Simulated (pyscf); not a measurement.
Thermochemistry of product channels of `[NH]=[SiH][Cl]` + `[SiH4]` on the singlet surface, in kcal/mol, from ωB97M-D3(BJ)/def2-TZVP energies (ideal gas, 1 atm, RRHO with modes under 100 cm⁻¹ raised to 100, one conformer, R ln 2 for chiral ones without a mode under 150 cm⁻¹). PySCF, gas phase, ωB97X-D3(BJ)/def2-SVP geometries.

| products | ΔE | ΔH(298 K) | ΔG(600 K) | ΔG(1200 K) |
|---|---|---|---|---|
| `[SiH3][N]=[SiH][Cl]` + `[H][H]` | ? | -15.4 | -13.4 | -13.1 |
| `[SiH3][NH][SiH2][Cl]` | -65.8 | -63.0 | -42.8 | -23.7 |
| `[NH2][SiH]([SiH3])[Cl]` | ? | -47.9 | -29.3 | -12.4 |

Q: Complete the blanks.

A: 
- `[SiH3][N]=[SiH][Cl]` + `[H][H]`, ΔE: -13.5
- `[NH2][SiH]([SiH3])[Cl]`, ΔE: -51.6

These are energies of the channels, which say nothing of barriers. HN=SiH–Cl lies 26.4 kcal/mol over its isomer H₂N–Si:–Cl [singlet] (electronic energy, ωB97M-D3(BJ)/def2-TZVP).
